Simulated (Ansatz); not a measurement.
**NH₃O (triplet): from Hartree-Fock to the top rungs at distance O1–H3 along a hydrogen transfer = 1.035 Å, cc-pVDZ**

An exercise on one series of results from a longer session: the logs are not shown, and one member is left open.

Computed with Ansatz 0.2.0, Gaussian basis. Level: cc-pVDZ, core rule «outside noble gas», up to 2 orbitals frozen.

Plan: UHF; CCSD(T) on ROHF; CCSD(T) on UHF; BCCD(T) on ROHF; CISD; CCSDT(Q) on ROHF; CCSDT(Q) on UHF; CASSCF and MRCISD+Q, 4 electrons in 4 orbitals; CASSCF and NEVPT2, 4 electrons in 4 orbitals; CASSCF and NEVPT2, 14 electrons in 11 orbitals.

5 further runs of the same task are left out: 5 that didn't finish.

## The geometry

The geometry derives from fragments relaxed apart (PBE0/def2-TZVP) and kept rigid, so it is no stationary point. A hydrogen atom is moved between rigid fragments.

5 atoms, charge 0, spin multiplicity 3.

Atoms are counted from 1 here; the program's logs count them from 0.

Bond lengths: O1–H2 0.960 Å, O1–H3 1.035 Å, H3–N4 1.229 Å, N4–H5 1.040 Å. Angles: H2–O1–H3 105.1°, O1–H3–N4 180.0°, H3–N4–H5 105.0°.

Coordinates:

```
O    -1.0614    0.0024    0.0000
H    -1.3107    0.9289    0.0000
H    -0.0263    0.0024    0.0000
N     1.2026    0.0024    0.0000
H     1.4717   -1.0019    0.0000
```

Set-up of the first run:

in.yaml

```yaml
crystal:
  periodic: [false, false, false]
  atoms:
    - {symbol: O, position_ang: [-1.061350, 0.002370, 0.000000]}
    - {symbol: H, position_ang: [-1.310659, 0.928945, 0.000000]}
    - {symbol: H, position_ang: [-0.026350, 0.002370, 0.000000]}
    - {symbol: N, position_ang: [1.202650, 0.002370, 0.000000]}
    - {symbol: H, position_ang: [1.471732, -1.001857, 0.000000]}
basis:
  gaussian: {orbitals: cc-pVDZ}
magnetization: {spin_polarized: true, initial_magnetization: 2}
hamiltonian: {xc: hf}
output: {orbitals: {seedname: orbitals}}
```

Run with:

```bash
$ ansatz run in.yaml --threads 1 --pin off --events-out ev --progress --plain --max-ram 2393MiB
```

Among the steps run: UHF; CCSD(T) on ROHF; CCSD(T) on UHF; BCCD(T) on ROHF; CISD; CCSDT(Q) on ROHF; CCSDT(Q) on UHF; CASSCF and MRCISD+Q, 4 electrons in 4 orbitals; CASSCF and NEVPT2, 4 electrons in 4 orbitals; CASSCF and NEVPT2, 14 electrons in 11 orbitals.

One of the session's tables, all rows but one given; the rest of the session is left out.

| method | from UCCSDT(Q) (meV) |
| --- | --- |
| ROHF | +10035.9 |
| UHF | +9755.3 |
| RMP2 | +991.4 |
| UMP2 | +988.0 |
| CISD | +985.6 |
| RCCSD | +229.6 |
| UCCSD | +223.7 |
| RCCSD(T) | +41.2 |
| UCCSD(T) | +40.2 |
| BCCD(T) | +41.1 |
| RCCSDT | +22.4 |
| UCCSDT | +21.1 |
| RCCSDT(Q) | +2.5 |
| UCCSDT(Q) | 0 |
| CASSCF pair | +9414.2 |
| NEVPT2 pair | ? |
| CASSCF valence | +7647.8 |
| NEVPT2 valence | +1199.0 |

Q: Estimate the row for NEVPT2 pair from the others.

**Answer.** from UCCSDT(Q) (meV): +949.0. In the column «from UCCSDT(Q) (meV)» it lies between RCCSD (+229.6) and CISD (+985.6).

Not comparable, so not listed: CASSCF and MRCISD+Q, 4 electrons in 4 orbitals (they don't share determinant, frozen orbitals or solution with the rows shown, or repeat one).

Limits of these values: Restricted and unrestricted rows rest on different reference determinants; where their highest levels disagree by more than a few hundredths of an eV, they describe different states and don't form one ladder. Warnings in the runs' records: passed over end.
